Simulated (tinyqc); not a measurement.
Inside a calculation. Method: ROHF in the sto-3g basis, for LiH+, spin multiplicity 2. One step of it, computed by the program tinyqc.

Question. Iteration 1: building the Fock matrix. J_ij = sum D_kl (ij|kl) with D = D(alpha) + D(beta), K_ij = sum D_kl (ik|jl) for each spin; F = H + J - K(s); E = tr D H + tr D J / 2 - 0.5 sum_s tr D(s) K(s) + E_nn.

D(alpha) at the start:
```
            1Li 1s    1Li 2s   1Li 2px   1Li 2py    1Li 2pz      2H 1s
1Li 1s    0.988311  0.015250  0.000000  0.000000  -0.044101  -0.069877
1Li 2s    0.015250  0.076386  0.000000  0.000000   0.119252   0.169769
1Li 2px   0.000000  0.000000  0.000000  0.000000   0.000000   0.000000
1Li 2py   0.000000  0.000000  0.000000  0.000000   0.000000   0.000000
1Li 2pz  -0.044101  0.119252  0.000000  0.000000   0.190856   0.272194
2H 1s    -0.069877  0.169769  0.000000  0.000000   0.272194   0.388247
```

D(beta) at the start:
```
            1Li 1s     1Li 2s   1Li 2px   1Li 2py    1Li 2pz      2H 1s
1Li 1s    0.977398   0.043750  0.000000  0.000000   0.001537  -0.004787
1Li 2s    0.043750   0.001958  0.000000  0.000000   0.000069  -0.000214
1Li 2px   0.000000   0.000000  0.000000  0.000000   0.000000   0.000000
1Li 2py   0.000000   0.000000  0.000000  0.000000   0.000000   0.000000
1Li 2pz   0.001537   0.000069  0.000000  0.000000   0.000002  -0.000008
2H 1s    -0.004787  -0.000214  0.000000  0.000000  -0.000008   0.000023
```

core Hamiltonian H = T + V (hartree):
```
            1Li 1s     1Li 2s    1Li 2px    1Li 2py    1Li 2pz      2H 1s
1Li 1s   -4.685492  -1.051953   0.000000   0.000000  -0.011494  -0.157649
1Li 2s   -1.051953  -1.364815   0.000000   0.000000  -0.105141  -0.526579
1Li 2px   0.000000   0.000000  -1.110073   0.000000   0.000000   0.000000
1Li 2py   0.000000   0.000000   0.000000  -1.110073   0.000000   0.000000
1Li 2pz  -0.011494  -0.105141   0.000000   0.000000  -1.192972  -0.686623
2H 1s    -0.157649  -0.526579   0.000000   0.000000  -0.686623  -1.304228
```

Two-electron integrals (ij|kl) in chemists' order, unique and non-zero (hartree):
```
(11|11) 1.680395   (21|11) 0.265420   (21|21) 0.049941   (22|11) 0.397727
(22|21) 0.092860   (22|22) 0.290562   (31|31) 0.008981   (32|31) 0.013788
(32|32) 0.064184   (33|11) 0.396640   (33|21) 0.092880   (33|22) 0.290497
(33|33) 0.312946   (41|41) 0.008981   (42|41) 0.013788   (42|42) 0.064184
(43|43) 0.016869   (44|11) 0.396640   (44|21) 0.092880   (44|22) 0.290497
(44|33) 0.279207   (44|44) 0.312946   (51|51) 0.008981   (52|51) 0.013788
(52|52) 0.064184   (53|53) 0.016869   (54|54) 0.016869   (55|11) 0.396640
(55|21) 0.092880   (55|22) 0.290497   (55|33) 0.279207   (55|44) 0.279207
(55|55) 0.312946   (61|11) 0.037244   (61|21) 0.007057   (61|22) 0.013420
(61|33) 0.013264   (61|44) 0.013264   (61|51) 0.000862   (61|52) 0.001681
(61|55) 0.013739   (61|61) 0.001095   (62|11) 0.109327   (62|21) 0.025938
(62|22) 0.088682   (62|33) 0.083793   (62|44) 0.083793   (62|51) 0.004129
(62|52) 0.027263   (62|55) 0.098376   (62|61) 0.004410   (62|62) 0.048439
(63|31) 0.001831   (63|32) 0.009123   (63|53) 0.003948   (63|63) 0.003026
(64|41) 0.001831   (64|42) 0.009123   (64|54) 0.003948   (64|64) 0.003026
(65|11) 0.142208   (65|21) 0.034026   (65|22) 0.120217   (65|33) 0.111960
(65|44) 0.111960   (65|51) 0.006368   (65|52) 0.041904   (65|55) 0.136607
(65|61) 0.005963   (65|62) 0.071223   (65|65) 0.105751   (66|11) 0.279114
(66|21) 0.067204   (66|22) 0.253875   (66|33) 0.231707   (66|44) 0.231707
(66|51) 0.011268   (66|52) 0.094835   (66|55) 0.298069   (66|61) 0.011735
(66|62) 0.177412   (66|65) 0.269607   (66|66) 0.774606
```

nuclear repulsion = 0.83818988 hartree

Give: Coulomb J; exchange K(alpha); exchange K(beta); F(alpha); F(beta); total energy of this density.

Answer.

Coulomb J (hartree):
```
         1Li 1s  1Li 2s  1Li 2px  1Li 2py  1Li 2pz   2H 1s
1Li 1s   3.6586  0.6050   0.0000   0.0000   0.0116  0.0872
1Li 2s   0.6050  1.0631   0.0000   0.0000   0.0828  0.3733
1Li 2px  0.0000  0.0000   1.0440   0.0000   0.0000  0.0000
1Li 2py  0.0000  0.0000   0.0000   1.0440   0.0000  0.0000
1Li 2pz  0.0116  0.0828   0.0000   0.0000   1.0945  0.5140
2H 1s    0.0872  0.3733   0.0000   0.0000   0.5140  1.1610
```

exchange K(alpha) (hartree):
```
          1Li 1s  1Li 2s  1Li 2px  1Li 2py  1Li 2pz   2H 1s
1Li 1s    1.6725  0.2807   0.0000   0.0000  -0.0013  0.0418
1Li 2s    0.2807  0.1468   0.0000   0.0000   0.1258  0.1988
1Li 2px   0.0000  0.0000   0.0236   0.0000   0.0000  0.0000
1Li 2py   0.0000  0.0000   0.0000   0.0236   0.0000  0.0000
1Li 2pz  -0.0013  0.1258   0.0000   0.0000   0.2027  0.2865
2H 1s     0.0418  0.1988   0.0000   0.0000   0.2865  0.5477
```

exchange K(beta) (hartree):
```
          1Li 1s  1Li 2s  1Li 2px  1Li 2py  1Li 2pz   2H 1s
1Li 1s    1.6654  0.2786   0.0000   0.0000  -0.0001  0.0404
1Li 2s    0.2786  0.0572   0.0000   0.0000   0.0000  0.0085
1Li 2px   0.0000  0.0000   0.0101   0.0000   0.0000  0.0000
1Li 2py   0.0000  0.0000   0.0000   0.0101   0.0000  0.0000
1Li 2pz  -0.0001  0.0000   0.0000   0.0000   0.0100  0.0011
2H 1s     0.0404  0.0085   0.0000   0.0000   0.0011  0.0014
```

F(alpha) (hartree):
```
          1Li 1s   1Li 2s  1Li 2px  1Li 2py  1Li 2pz    2H 1s
1Li 1s   -2.6993  -0.7277   0.0000   0.0000   0.0015  -0.1123
1Li 2s   -0.7277  -0.4485   0.0000   0.0000  -0.1482  -0.3521
1Li 2px   0.0000   0.0000  -0.0896   0.0000   0.0000   0.0000
1Li 2py   0.0000   0.0000   0.0000  -0.0896   0.0000   0.0000
1Li 2pz   0.0015  -0.1482   0.0000   0.0000  -0.3011  -0.4591
2H 1s    -0.1123  -0.3521   0.0000   0.0000  -0.4591  -0.6909
```

F(beta) (hartree):
```
          1Li 1s   1Li 2s  1Li 2px  1Li 2py  1Li 2pz    2H 1s
1Li 1s   -2.6922  -0.7256   0.0000   0.0000   0.0002  -0.1109
1Li 2s   -0.7256  -0.3590   0.0000   0.0000  -0.0223  -0.1618
1Li 2px   0.0000   0.0000  -0.0761   0.0000   0.0000   0.0000
1Li 2py   0.0000   0.0000   0.0000  -0.0761   0.0000   0.0000
1Li 2pz   0.0002  -0.0223   0.0000   0.0000  -0.1085  -0.1737
2H 1s    -0.1109  -0.1618   0.0000   0.0000  -0.1737  -0.1447
```

total energy of this density = -7.592807 hartree
